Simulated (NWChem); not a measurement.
Program: NWChem. System: water (H2O), charge 0, spin multiplicity 1, at a geometry optimised with PBE/def2-SVP. Level: RHF/def2-TZVP.

The NWChem input:

```
start mol
memory heap 200 mb stack 800 mb global 1000 mb
geometry units angstroms nocenter noautoz
  O      0.000000     0.000000     0.122623
  H      0.757688     0.000000    -0.490493
  H     -0.757688     0.000000    -0.490493
  symmetry group C2v
end
basis spherical
  * library def2-tzvp
end
scf
  rhf
  nopen 0
  maxiter 100
  thresh 1e-7
  semidirect memsize 60000000 filesize 0
end
task scf energy
```

Part of the output:

```
             Northwest Computational Chemistry Package (NWChem) 7.3.0
             --------------------------------------------------------

                                NWChem Input Module
                                -------------------

 Scaling coordinates for geometry "geometry" by  1.889725989
 (inverse scale =  0.529177249)

 Turning off AUTOSYM since
 SYMMETRY directive was detected!

                             Geometry "geometry" -> ""
                             -------------------------

 Output coordinates in angstroms (scale by  1.889725989 to convert to a.u.)

  No.       Tag          Charge          X              Y              Z
 ---- ---------------- ---------- -------------- -------------- --------------
    1 O                    8.0000     0.00000000     0.00000000     0.12262300
    2 H                    1.0000     0.75768800     0.00000000    -0.49049300
    3 H                    1.0000    -0.75768800     0.00000000    -0.49049300

 Effective nuclear repulsion energy (a.u.)       9.0359850017

            Nuclear Dipole moment (a.u.)
            ----------------------------
        X                 Y               Z
 ---------------- ---------------- ----------------
     0.0000000000     0.0000000000    -0.0000037795

      Symmetry information
      --------------------

 Group name             C2v
 Group number             16
 Group order               4
 No. of unique centers     2

      Symmetry unique atoms

     1    2


 Summary of "ao basis" -> "" (spherical)
 ------------------------------------------------------------------------------
       Tag                 Description            Shells   Functions and Types
 ---------------- ------------------------------  ------  ---------------------
 *                         def2-tzvp                  on all atoms

 Summary of "ao basis" -> "ao basis" (spherical)
 ------------------------------------------------------------------------------
       Tag                 Description            Shells   Functions and Types
 ---------------- ------------------------------  ------  ---------------------
 O                         def2-tzvp                11       31   5s3p2d1f
 H                         def2-tzvp                 4        6   3s1p

                                 NWChem SCF Module
                                 -----------------

  ao basis        = "ao basis"
  functions       =    43
  atoms           =     3
  closed shells   =     5
  open shells     =     0
  charge          =   0.00
  wavefunction    = RHF
  use symmetry    = T
  symmetry adapt  = T

 Summary of "ao basis" -> "ao basis" (spherical)
 ------------------------------------------------------------------------------
       Tag                 Description            Shells   Functions and Types
 ---------------- ------------------------------  ------  ---------------------
 O                         def2-tzvp                11       31   5s3p2d1f
 H                         def2-tzvp                 4        6   3s1p

      Symmetry analysis of basis
      --------------------------

        a1         19
        a2          4
        b1         12
        b2          8

 Forming initial guess at       0.1s

      Superposition of Atomic Density Guess
      -------------------------------------

 Sum of atomic energies:         -75.78392565

      Non-variational initial energy
      ------------------------------

 Total energy =     -75.917690
 1-e energy   =    -121.498186
 2-e energy   =      36.544511
 HOMO         =      -0.474463
 LUMO         =       0.057230

      Symmetry analysis of molecular orbitals - initial
      -------------------------------------------------

  Numbering of irreducible representations:

     1 a1          2 a2          3 b1          4 b2

  Orbital symmetries:

     1 a1          2 a1          3 b1          4 a1          5 b2
     6 a1          7 b1          8 b1          9 a1         10 b2
    11 a1         12 b1         13 a1         14 a1         15 a2

 Starting SCF solution at       0.4s

 ----------------------------------------------
         Quadratically convergent ROHF

 Convergence threshold     :          1.000E-07
 Maximum no. of iterations :          100
 Final Fock-matrix accuracy:          1.000E-09
 ----------------------------------------------

              iter       energy          gnorm     gmax       time
             ----- ------------------- --------- --------- --------
                 1      -76.0216319647  8.45D-01  2.68D-01      0.4
                 2      -76.0547269927  1.98D-01  8.13D-02      0.4
                 3      -76.0571164536  1.72D-02  9.06D-03      0.5
                 4      -76.0571415483  7.61D-05  3.09D-05      0.5
                 5      -76.0571415488  1.43D-09  5.05D-10      0.6

       Final RHF  results
       ------------------

         Total SCF energy =    -76.057141548822
      One-electron energy =   -122.790863949152
      Two-electron energy =     37.697737398679
 Nuclear repulsion energy =      9.035985001651

        Time for solution =      0.2s

       Symmetry analysis of molecular orbitals - final
       -----------------------------------------------

  Numbering of irreducible representations:

     1 a1          2 a2          3 b1          4 b2

  Orbital symmetries:

     1 a1          2 a1          3 b1          4 a1          5 b2
     6 a1          7 b1          8 b1          9 a1         10 b2
    11 a1         12 b1         13 a1         14 a1         15 a2

             Final eigenvalues
             -----------------

              1
    1  -20.5640
    2   -1.3427
    3   -0.7007
    4   -0.5828
    5   -0.5074
    6    0.1254
    7    0.1963
    8    0.5153
    9    0.5674
   10    0.5974
   11    0.6385
   12    0.7678
   13    0.7690
   14    1.3895
   15    1.4424

                       ROHF Final Molecular Orbital Analysis
                       -------------------------------------

 Vector    3  Occ=2.000000D+00  E=-7.006701D-01  Symmetry=b1
              MO Center= -3.6D-17,  1.5D-31, -9.9D-02, r^2= 7.8D-01
   Bfn.  Coefficient  Atom+Function         Bfn.  Coefficient  Atom+Function
  ----- ------------  ---------------      ----- ------------  ---------------
     6      0.366510  1 O  px                 9      0.325386  1 O  px
    33      0.185360  2 H  s                 39     -0.185360  3 H  s

 Vector    4  Occ=2.000000D+00  E=-5.828255D-01  Symmetry=a1
              MO Center= -1.0D-17,  6.5D-33,  1.6D-01, r^2= 7.2D-01
   Bfn.  Coefficient  Atom+Function         Bfn.  Coefficient  Atom+Function
  ----- ------------  ---------------      ----- ------------  ---------------
     8      0.403085  1 O  pz                11      0.350840  1 O  pz
    14      0.221183  1 O  pz                 5      0.195911  1 O  s
     4      0.183852  1 O  s

 Vector    5  Occ=2.000000D+00  E=-5.074495D-01  Symmetry=b2
              MO Center=  6.9D-19,  2.1D-17,  9.4D-02, r^2= 6.5D-01
   Bfn.  Coefficient  Atom+Function         Bfn.  Coefficient  Atom+Function
  ----- ------------  ---------------      ----- ------------  ---------------
     7      0.464542  1 O  py                10      0.415503  1 O  py
    13      0.313423  1 O  py

 Vector    6  Occ=0.000000D+00  E= 1.254183D-01  Symmetry=a1
              MO Center=  4.5D-17,  8.8D-32, -7.6D-01, r^2= 3.8D+00
   Bfn.  Coefficient  Atom+Function         Bfn.  Coefficient  Atom+Function
  ----- ------------  ---------------      ----- ------------  ---------------
     5      1.366716  1 O  s                 34     -1.049189  2 H  s
    40     -1.049189  3 H  s                 14     -0.380913  1 O  pz
     4     -0.217407  1 O  s                  3      0.188918  1 O  s

 Vector    7  Occ=0.000000D+00  E= 1.962560D-01  Symmetry=b1
              MO Center=  6.0D-16, -6.3D-20, -7.8D-01, r^2= 4.5D+00
   Bfn.  Coefficient  Atom+Function         Bfn.  Coefficient  Atom+Function
  ----- ------------  ---------------      ----- ------------  ---------------
    34      1.838173  2 H  s                 40     -1.838173  3 H  s
    12     -0.734799  1 O  px                 6     -0.192905  1 O  px
    33     -0.150602  2 H  s                 39      0.150602  3 H  s

 Vector    8  Occ=0.000000D+00  E= 5.152556D-01  Symmetry=b1
              MO Center=  5.4D-17, -2.8D-34,  1.7D-01, r^2= 2.4D+00
   Bfn.  Coefficient  Atom+Function         Bfn.  Coefficient  Atom+Function
  ----- ------------  ---------------      ----- ------------  ---------------
    33     -1.484119  2 H  s                 39      1.484119  3 H  s
    12      1.418426  1 O  px                 9      0.300866  1 O  px
    34      0.285235  2 H  s                 40     -0.285235  3 H  s
    23      0.160367  1 O  d  1

 center of mass
 --------------
 x =   0.00000000 y =   0.00000000 z =   0.10205689

 moments of inertia (a.u.)
 ------------------
           2.402993953979           0.000000000000           0.000000000000
           0.000000000000           6.535310789581           0.000000000000
           0.000000000000           0.000000000000           4.132316835602

  Mulliken analysis of the total density
  --------------------------------------

    Atom       Charge   Shell Charges
 -----------   ------   -------------------------------------------------------
    1 O    8     8.69   0.79  1.18  0.57  0.95  0.33  1.84  2.02  0.98  0.00  0.02  0.00
    2 H    1     0.66   0.24  0.33  0.04  0.04
    3 H    1     0.66   0.24  0.33  0.04  0.04

       Multipole analysis of the density wrt the origin
       ------------------------------------------------

     L   x y z        total         open         nuclear
     -   - - -        -----         ----         -------
     0   0 0 0     -0.000000      0.000000     10.000000

     1   1 0 0      0.000000      0.000000      0.000000
     1   0 1 0     -0.000000      0.000000      0.000000
     1   0 0 1     -0.870903      0.000000     -0.000004

     2   2 0 0     -3.174829      0.000000      4.100233
     2   1 1 0      0.000000      0.000000      0.000000
     2   1 0 1     -0.000000      0.000000      0.000000
     2   0 2 0     -5.563678      0.000000      0.000000
     2   0 1 1     -0.000000      0.000000      0.000000
     2   0 0 2     -4.523215      0.000000      2.147845

 Task  times  cpu:        0.6s     wall:        0.6s

 Total times  cpu:        0.6s     wall:        0.6s
```
